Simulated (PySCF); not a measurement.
State search for ClF

Unrestricted PBE0; basis Cl cc-pV(T+d)Z, F cc-pVTZ; no relativity; PySCF 2.14. Outer shells of the fragments: Cl 3s2 3p5; F 2s2 2p5.

Followed along the bond (rough minima from three points):

```json
{"2Ms+1": "1", "unpaired": "none", "⟨S²⟩ at the start": "0.00", "R at minimum (Å)": "1.62", "Te (eV)": "0.00"}
{"2Ms+1": "3", "unpaired": "σ ↑, π ↑", "⟨S²⟩ at the start": "2.01", "R at minimum (Å)": "none in the scan", "Te (eV)": "≤ 2.58"}
```

Solutions found at the starting distance of 1.585 Å, counted from the lowest of them; the search is not exhaustive and high or unbound solutions are not listed, so other states can lie among these:

```tsv
2Ms+1	unpaired	term	E (eV)	⟨S²⟩	⟨Lz²⟩	μ (D)
1	none	¹Σ⁺	0.00	0.00	0.00	-0.77
3	σ ↑, π ↑	³Π	3.37	2.01	1.01	-0.70
1	σ ↓, π ↑	mixed	3.78	1.01	1.01	-0.63
3	π ↑↑	³Σ⁻	8.14	2.01	0.00	-0.28
3	σ ↑↑	³Σ⁺	8.71	2.00	0.00	0.91
```

A term symbol is given only where ⟨S²⟩ and ⟨Lz²⟩ are close to those of a pure state; real π, δ and φ orbitals otherwise mix terms. A positive dipole means Cl(−)F(+).

Counting both spins, an empty level lies below a filled one in some of these solutions, because spin and occupation are held.
